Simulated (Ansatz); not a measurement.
## Structure relaxation of ScTl2

Computed with DFT PBE, scalar-relativistic, plane waves, PAW (Ansatz). Cutoff 420 eV, Γ-centred k mesh, Gaussian smearing, no spin polarisation in the final step.

The start puts ScTl2 on the MoSi2 (C11b) structure type (I4/mmm, No. 139), with Sc in place of Mo, Tl in place of Si, at a guessed volume.

```
CELL_PARAMETERS angstrom
-1.96752 1.96752 4.82658
1.96752 -1.96752 4.82658
1.96752 1.96752 -4.82658
ATOMIC_POSITIONS crystal
Sc 0.00000 0.00000 0.00000
Tl 0.66500 0.66500 0.00000
Tl 0.33500 0.33500 0.00000
```

Cell and atoms relax at zero pressure; the relaxation can't lower the symmetry of the start.

The zero of energy is the elements' standard structures at the same level; no fitted shifts are applied.

Describe the relaxed structure.

It keeps I4/mmm (No. 139). The result has the MoSi2 (C11b) structure. Conventional cell: a = 3.577 Å, c = 12.099 Å. Sc is coordinated by 8 Tl at 3.17 Å, 4 Sc at 3.58 Å and 2 Tl at 4.13 Å; around Tl lie 4 Sc at 3.17 Å, 4 Tl at 3.36 Å, 4 Tl at 3.58 Å, 1 Tl at 3.83 Å and 1 Sc at 4.13 Å.

Space group I4/mmm (No. 139). a = 3.577 Å, b = 3.577 Å, c = 12.099 Å, α = 90.00°, β = 90.00°, γ = 90.00°
```
atom site symmetry x y z
  Sc    2a     4/mmm  0.0000  0.0000  0.0000
  Tl    4e       4mm  0.5000  0.5000  0.1583
```

What are its volume, energy, density and gap?

The volume per atom is 25.79 Å³. The density is 9.74 g/cm³, the energy over the elements is -0.03 eV/atom and the gap on the 16×16×16 mesh is 0 eV (a metal).

The final run used a 16×16×16 mesh on its 3-atom cell and 0.10 eV smearing. The k mesh leaves about 4 meV/atom of noise in metals. Spin–orbit coupling is left out. Symmetry constrained the relaxation, so the result can be a saddle point. The steps took roughly 3 core-minutes in all.